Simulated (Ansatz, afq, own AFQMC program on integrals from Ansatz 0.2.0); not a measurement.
AFQMC on a folder of integrals that Ansatz 0.2.0 wrote.

```yaml
crystal:
  periodic: [false, false, false]
  atoms:
    - {symbol: In, position_ang: [0.000000, 0.000000, 0.000000]}
    - {symbol: H, position_ang: [0.000000, 0.000000, -1.665400]}
    - {symbol: H, position_ang: [0.000000, 0.000000, 1.665400]}
basis:
  gaussian: {orbitals: def2-TZVPP}
total_charge: 1
magnetization: {spin_polarized: false}
correlation: {method: ccsd_t, electrons: outside_noble_gas, hamiltonian_folder: ham}
```

```sh
$ ansatz run in.yaml --threads 1 --pin off --events-out ev --progress --plain --max-ram 1843MiB
```

afq runs on the folder ham with

```
--method free --trial cisd --walkers 60 --time-step 0.03 --max-blocks 80 --target-error 0.00024 --factor-cut 1e-05 --seed 6098 --times 0,0.3,0.6,1.2,1.8,2.4,3.6,4.8,6 --taylor-order 8
```

Times are imaginary, in 1/Eh. The walk had a cap of 1947 s. Filled inner d shells are frozen with the cores. Core potentials past Kr, no spin–orbit coupling.

Output of the walk:

```
orbitals 69  electrons 2 2  factors 539 of 639
reference energy -190.09818298 Eh
CCSD correlation -0.07055139 Eh in 9 cycles, weight of the determinant in the CISD state 0.9503
repeat  energy at the last time / Eh  error
    10  -190.169681  0.000163
    20  -190.169694  0.000098
    30  -190.169632  0.000072
time / (1/Eh)  energy / Eh  error  mean overlap
  0.00  -190.168719  0.000020  1.0527
  0.30  -190.169158  0.000035  1.0521
  0.60  -190.169390  0.000039  1.0507
  1.20  -190.169577  0.000038  1.0525
  1.80  -190.169671  0.000059  1.0393
  2.40  -190.169726  0.000053  1.0413
  3.60  -190.169708  0.000065  1.0779
  4.80  -190.169625  0.000076  1.0878
  6.00  -190.169629  0.000070  1.0590
energy -190.169629 +/- 0.000070 Eh
```

The run passed its tests (error under three times the target), which doesn't prove that it has relaxed.

Against this walk (error 1.9 meV) on the same determinant: CCSD(T) 4.4 meV higher, CCSDT(Q) 2.3 meV lower (within the noise), full CI 2.5 meV lower (within the noise). The error is statistical, and a free projection of finite length keeps a remainder of its start.

Cautions: remainder of the start not in the error; no spin-orbit coupling; inner d shell frozen.

The walk took 2.3 min on 1 thread of Arm Neoverse V1, on a shared host. The log's last line is the free-projection energy.

CCSDT and higher add their correlation energy to the determinant of the CCSD(T) run, since their own runs factorise the integrals more tightly (a shift of under 2 meV). A walk keeps the symmetry of its determinant, which the program's search chose and which needn't be the lowest solution, so a lower state of the same spin and another symmetry isn't excluded.
